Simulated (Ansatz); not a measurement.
# C2H2B+: one structure at several levels

The task here is to estimate one member of a computed series from the others.

Program: Ansatz 0.2.0, Gaussian basis. Level of theory: single points in def2-TZVPP. These are calculated values, not measurements.

Cores are frozen in the correlated methods.

## Starting geometry

5 atoms, charge 1, spin multiplicity 1.

Atoms are counted from 1 here; the program's logs count them from 0.

Bond lengths: B1–C2 1.409 Å, B1–C3 1.402 Å, C2–C3 1.425 Å, C2–H4 1.021 Å, C3–H5 1.085 Å. Angles: C2–B1–C3 60.9°, B1–C2–C3 59.3°, B1–C2–H4 165.8°, C3–C2–H4 134.5°, B1–C3–C2 59.8°, B1–C3–H5 158.8°, C2–C3–H5 140.8°.

Geometry (Å):

```xyz
5
C2H2B
B    -1.0938    0.4425   -0.4234
C    -0.3128   -0.6503    0.0029
C     0.2284    0.6681   -0.0158
H     0.0624   -1.5757    0.2165
H     1.1653    1.1942    0.1323
```

Set-up of the first run:

run/in.yaml

```yaml
crystal:
  periodic: [false, false, false]
  atoms:
    - {symbol: B, position_ang: [-1.093832, 0.442479, -0.423446]}
    - {symbol: C, position_ang: [-0.312843, -0.650309, 0.002879]}
    - {symbol: C, position_ang: [0.228400, 0.668092, -0.015834]}
    - {symbol: H, position_ang: [0.062358, -1.575699, 0.216512]}
    - {symbol: H, position_ang: [1.165253, 1.194209, 0.132292]}
basis:
  gaussian: {orbitals: def2-TZVPP}
total_charge: 1
hamiltonian: {xc: pbe, dispersion: d4}
output: {forces: true}
```

The run is started by

```
$ ansatz run in.yaml --threads 2 --pin off --events-out ev --progress --plain --max-ram 3481MiB
```

Among the steps run: PBE-D4/def2-TZVPP; r2SCAN-D4/def2-TZVPP; PBE0-D4/def2-TZVPP; wB97M-V/def2-TZVPP; CCSD(T)/def2-TZVPP.

One of the session's tables, all rows but one given; the rest of the session is left out.

```
   method  RMS force component (eV/Å)  angle to CCSD(T) forces (°)
   PBE-D4                           ?                            ?
r2SCAN-D4                       1.112                         20.5
  PBE0-D4                       1.152                         25.2
  wB97M-V                       1.122                         24.5
  CCSD(T)                       1.007                    reference
```

**Question.** Estimate the row for PBE-D4.

As computed: RMS force component (eV/Å): 1.101; angle to CCSD(T) forces (°): 12.7. In the column «RMS force component (eV/Å)» it lies between CCSD(T) (1.007) and r2SCAN-D4 (1.112).
